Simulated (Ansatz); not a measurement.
Process, species as SMILES: O (H2O) → [OH] (OH) + H atom
B3LYP-D3(BJ)/def2-TZVP geometries, fixed; electronic energies without zero-point terms.

Basis-set convergence of the bond dissociation energy at PBE with Ansatz (an electronic-structure program). Cartesian d functions, on some or all atoms, in 6-31G*, 6-31+G*; all else is spherical. The program fits the integrals of some runs and decomposes those of others, by size. Open shells are unrestricted. No added dispersion term, no relativity. Functions are those of the species that has most. Reference: the value in aug-cc-pV5Z, 124.43 kcal/mol, itself unsure by roughly 0.01 kcal/mol (its mean distance from pcseg-4, aug-pcseg-3, aug-cc-pVQZ). Deviations are taken from unrounded values.

```tsv
basis	functions	bond dissociation energy (kcal/mol)
6-31G*	19	117.96
6-31+G*	23	120.26
cc-pVDZ	24	119.14
aug-cc-pVDZ	41	123.36
def2-SVP	24	120.57
def2-SVPD	39	124.92
pcseg-1	24	119.85
aug-pcseg-1	41	123.24
6-311G**	30	121.29
6-311+G**	34	123.39
def2-TZVP	43	122.54
def2-TZVPD	58	123.65
cc-pVTZ	58	123.05
aug-cc-pVTZ	92	124.19
pcseg-2	58	124.00
aug-pcseg-2	92	124.48
def2-TZVPP	59	123.73
def2-TZVPPD	74	124.48
cc-pVQZ	115	123.90
aug-cc-pVQZ	172	124.44
def2-QZVPP	117	124.19
def2-QZVPPD	132	124.40
pcseg-3	126	124.45
aug-pcseg-3	183	124.47
cc-pV5Z	201	124.27
aug-cc-pV5Z	287	124.43
```

What the diffuse functions change, pair by pair:
- 6-31G* to 6-31+G*: 4 more functions, deviation -6.48 to -4.18 kcal/mol
- cc-pVDZ to aug-cc-pVDZ: 17 more functions, deviation -5.29 to -1.07 kcal/mol
- def2-SVP to def2-SVPD: 15 more functions, deviation -3.86 to 0.48 kcal/mol
- pcseg-1 to aug-pcseg-1: 17 more functions, deviation -4.58 to -1.20 kcal/mol
- 6-311G** to 6-311+G**: 4 more functions, deviation -3.14 to -1.05 kcal/mol
- def2-TZVP to def2-TZVPD: 15 more functions, deviation -1.89 to -0.78 kcal/mol
- cc-pVTZ to aug-cc-pVTZ: 34 more functions, deviation -1.39 to -0.24 kcal/mol
- pcseg-2 to aug-pcseg-2: 34 more functions, deviation -0.43 to 0.05 kcal/mol
- def2-TZVPP to def2-TZVPPD: 15 more functions, deviation -0.71 to 0.05 kcal/mol
- cc-pVQZ to aug-cc-pVQZ: 57 more functions, deviation -0.53 to 0.00 kcal/mol
- def2-QZVPP to def2-QZVPPD: 15 more functions, deviation -0.25 to -0.03 kcal/mol
- pcseg-3 to aug-pcseg-3: 57 more functions, deviation 0.02 to 0.03 kcal/mol
- cc-pV5Z to aug-cc-pV5Z: 86 more functions, deviation -0.16 to 0.00 kcal/mol

Leaving out the reference's own pair, they bring the value nearer the reference by more than 0.01 kcal/mol in 11 of 12 pairs.
